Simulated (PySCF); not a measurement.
## Two-photon absorption: (chloromethyl)cyclopropane, C₄H₇Cl

Geometry:
```tsv
atom	x (Å)	y (Å)	z (Å)
Cl1	1.419	-2.238	0.803
C2	1.271	-0.503	0.382
C3	0.084	-0.240	-0.478
C4	-0.548	1.120	-0.421
C5	-1.259	-0.066	0.153
H6	1.201	0.039	1.326
H7	2.203	-0.230	-0.113
H8	0.109	-0.726	-1.446
H9	-0.131	1.844	0.269
H10	-0.914	1.546	-1.346
H11	-1.314	-0.150	1.232
H12	-2.123	-0.454	-0.371
```

Computed, not measured: TDDFT CAM-B3LYP/def2-TZVPD excited states, vertical, gas phase in PySCF. Geometry: PBE0-D3(BJ)/def2-TZVP.

Task: Give the one- and two-photon strengths of the lowest singlets.

Result: δ for parallel linear polarisation; σ at the peak of a Lorentzian of half width 0.1 eV, single beam; Ω is circular over linear.
```tsv
state	E (eV)	f	photon λ (nm)	δ (au)	σ (GM)	Ω	main
S1	7.22	0.004	344	4.66	0.09	1.06	HOMO→LUMO 0.17, HOMO−1→LUMO 0.12
S2	7.27	0.008	341	12.6	0.24	0.61	HOMO−1→LUMO 0.16, HOMO→LUMO 0.14
S3	7.74	0.016	321	17.4	0.38	1.47	HOMO→LUMO 0.39, HOMO→LUMO+1 0.28
S4	7.84	0.014	316	46.2	1.04	1.50	HOMO−1→LUMO+1 0.41, HOMO−1→LUMO 0.29
S5	7.94	0.043	312	21.4	0.49	1.42	HOMO−2→LUMO 0.40, HOMO→LUMO+3 0.15
S6	8.07	0.027	307	10.8	0.26	1.39	HOMO−3→LUMO 0.53, HOMO−1→LUMO+3 0.11
```

Among these, the strongest one-photon state is S5, the strongest two-photon state S4, with a dipole change of 2.4 D (relaxed, norm of the difference vector).
